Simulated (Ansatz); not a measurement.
# C4H7NO: the cost of one run

Program: Ansatz 0.2.0. Level of theory: RKS revPBE/def2-SVP. These are calculated values, not measurements.

1 further run of the same task is left out (it didn't finish).

### 1 The structure to begin with

Bond lengths: C1–C2 1.261 Å, C2–O3 1.295 Å, C2–C4 1.419 Å, O3–C4 1.454 Å, C4–C5 1.532 Å, C5–N6 1.443 Å, C1–H7 1.119 Å, C1–H8 1.090 Å, C4–H9 1.019 Å, C5–H10 1.124 Å, C5–H11 1.069 Å, N6–H12 1.015 Å, N6–H13 0.985 Å. Angles (14 of 22 angles, heavy atoms first): C1–C2–O3 137.1°, C1–C2–C4 158.2°, O3–C2–C4 64.6°, C2–O3–C4 61.8°, C2–C4–O3 53.5°, C2–C4–C5 119.1°, O3–C4–C5 114.3°, C4–C5–N6 107.2°, C2–C1–H7 120.7°, C2–C1–H8 124.3°, C2–C4–H9 118.2°, O3–C4–H9 120.8°, C5–C4–H9 116.3°, C4–C5–H10 111.3°.

As a file:

```xyz
13

C    -1.0671    1.8682    1.1986
C    -0.2384    1.1055    0.6323
O     0.8938    0.5502    0.9249
C     0.3388    0.3202   -0.3992
C    -0.1779   -1.1040   -0.6287
N     0.9758   -1.9659   -0.7269
H    -1.9874    2.2099    0.6621
H    -0.9186    2.3155    2.1811
H     0.7191    0.7991   -1.2141
H    -0.8159   -1.4498    0.2300
H    -0.7813   -1.1572   -1.5096
H     1.6068   -1.6472   -1.4547
H     1.4728   -1.8791    0.1189
```

### 2 Relaxing end A

Contents of input.yaml:

```yaml
crystal:
  periodic: [false, false, false]
  atoms:
    - { symbol: C, position_ang: [-1.0671, 1.8682, 1.1986] }
    - { symbol: C, position_ang: [-0.2384, 1.1055, 0.6323] }
    - { symbol: O, position_ang: [0.8938, 0.5502, 0.9249] }
    - { symbol: C, position_ang: [0.3388, 0.3202, -0.3992] }
    - { symbol: C, position_ang: [-0.1779, -1.104, -0.6287] }
    - { symbol: "N", position_ang: [0.9758, -1.9659, -0.7269] }
    - { symbol: H, position_ang: [-1.9874, 2.2099, 0.6621] }
    - { symbol: H, position_ang: [-0.9186, 2.3155, 2.1811] }
    - { symbol: H, position_ang: [0.7191, 0.7991, -1.2141] }
    - { symbol: H, position_ang: [-0.8159, -1.4498, 0.23] }
    - { symbol: H, position_ang: [-0.7813, -1.1572, -1.5096] }
    - { symbol: H, position_ang: [1.6068, -1.6472, -1.4547] }
    - { symbol: H, position_ang: [1.4728, -1.8791, 0.1189] }
basis:
  gaussian: { orbitals: def2-SVP }
hamiltonian:
  xc: revpbe
relax:
  f_tol: 0.02
  max_steps: 50
output:
  orbitals: {}
```

Started as:

```sh
$ ansatz run input.yaml --threads 2 --pin off --max-ram 3072MiB --backend cpu --events-out ev --progress --plain --runs-dir out
```

Q: Estimate wall time and peak memory on 2 threads of Arm Neoverse V1, shared host.

About 26 s, with a peak of 0.15 GiB.
